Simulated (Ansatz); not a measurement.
**Al₂O (triplet): from Hartree-Fock to the top rungs, def2-QZVPP**

The task here is to estimate one member of a computed series from the others.

The runs use Ansatz 0.2.0, Gaussian basis; def2-QZVPP, core rule «outside noble gas», up to 11 orbitals frozen.

Plan: UHF; ROHF; CCSD(T) on UHF.

2 further runs of the same task are left out: 2 set aside as unsound or not needed.

### What is computed

The geometry is a PBE0/def2-TZVP stationary point (not a proven minimum) of the parent state, kept for this charge and spin.

3 atoms, charge 0, spin multiplicity 3.

Atoms are counted from 1 here; the program's logs count them from 0.

Bond lengths: Al1–O2 1.705 Å, O2–Al3 1.705 Å. Angles: Al1–O2–Al3 180.0°.

Geometry (Å):

```xyz
3
charge 0, multiplicity 3
Al    0.00000    0.00000    1.70470
O     0.00000    0.00000    0.00000
Al    0.00000    0.00000   -1.70470
```

The first run:

File in.yaml:

```yaml
crystal:
  periodic: [false, false, false]
  atoms:
    - {symbol: Al, position_ang: [0.000000, 0.000000, 1.704700]}
    - {symbol: O, position_ang: [0.000000, 0.000000, 0.000000]}
    - {symbol: Al, position_ang: [0.000000, 0.000000, -1.704700]}
basis:
  gaussian: {orbitals: "def2-QZVPP.json"}
magnetization: {spin_polarized: true, initial_magnetization: 2}
hamiltonian: {xc: hf}
output: {orbitals: {seedname: orbitals}}
```

Launch:

```
$ ansatz run in.yaml --threads 1 --pin off --events-out ev --progress --plain --max-ram 2393MiB
```

Among the steps run: UHF; ROHF; CCSD(T) on UHF.

One table of the session follows, with a row left open; its other results are not shown here.

It belongs to the step «Misses and costs». 

```
  method  from UCCSD(T) (meV)
    ROHF             +10010.6
     UHF              +9992.9
    UMP2                    ?
   UCCSD               +433.8
UCCSD(T)                    0
```

**Question.** Estimate the row for UMP2.

**Answer.** from UCCSD(T) (meV): +636.2. In the column «from UCCSD(T) (meV)» it lies between UCCSD (+433.8) and UHF (+9992.9).
